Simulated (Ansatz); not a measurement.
# MgH (doublet): the correlation ladder at distance Mg1–H2 = 1.550 Å, cc-pVQZ

The task here is to estimate one member of a computed series from the others.

Method: cc-pVQZ, core rule «outside noble gas», up to 5 orbitals frozen; program: Ansatz 0.2.0, Gaussian basis.

Plan: UHF; CCSD(T) on ROHF; CCSD(T) on UHF; BCCD(T) on ROHF; CCSDT on ROHF; CCSDT on UHF; Full CI.

24 further runs of the same task are left out: 8 for a known fault of the program, 15 that didn't finish, 1 set aside as unsound or not needed. Runs told in other sessions of the task aren't counted.

## The geometry

The geometry derives from a PBE0/def2-TZVP stationary point (not a proven minimum). One bond is set to the value named and the two fragments are kept rigid.

2 atoms, charge 0, spin multiplicity 2.

Atoms are counted from 1 here; the program's logs count them from 0.

Bond lengths: Mg1–H2 1.550 Å.

The first run:

File in.yaml:

```yaml
crystal:
  periodic: [false, false, false]
  atoms:
    - {symbol: Mg, position_ang: [0.000000, 0.000000, 0.000000]}
    - {symbol: H, position_ang: [0.000000, 0.000000, 1.550000]}
basis:
  gaussian: {orbitals: cc-pVQZ}
magnetization: {spin_polarized: true, initial_magnetization: 1}
hamiltonian: {xc: hf}
output: {orbitals: {seedname: orbitals}}
```

The run is started by

```bash
$ ansatz run in.yaml --threads 1 --pin off --events-out ev --progress --plain --max-ram 2393MiB
```

Among the steps run: UHF; CCSD(T) on ROHF; CCSD(T) on UHF; BCCD(T) on ROHF; CCSDT on ROHF; CCSDT on UHF; Full CI.

One table of the session follows, with a row left open; its other results are not shown here.

| method | from FCI (meV) |
| --- | --- |
| ROHF | +1172.4 |
| UHF | +1151.5 |
| RMP2 | +266.7 |
| UMP2 | +259.4 |
| RCCSD | +19.2 |
| UCCSD | +17.1 |
| RCCSD(T) | ? |
| UCCSD(T) | +4.2 |
| BCCD(T) | +5.0 |
| RCCSDT | 0.0 |
| UCCSDT | -0.9 |
| FCI | 0 |

Estimate the missing values for RCCSD(T).

**Answer.** from FCI (meV): +5.3. In the column «from FCI (meV)» it lies between BCCD(T) (+5.0) and UCCSD (+17.1).

Caveats from the session: Levels on UHF freeze UHF's core orbitals, full CI those of ROHF, so the U rows can settle a little off it for that reason alone. Restricted and unrestricted rows rest on different reference determinants; a gap between their highest levels can come from leftover correlation error, from unlike frozen cores or from another state.
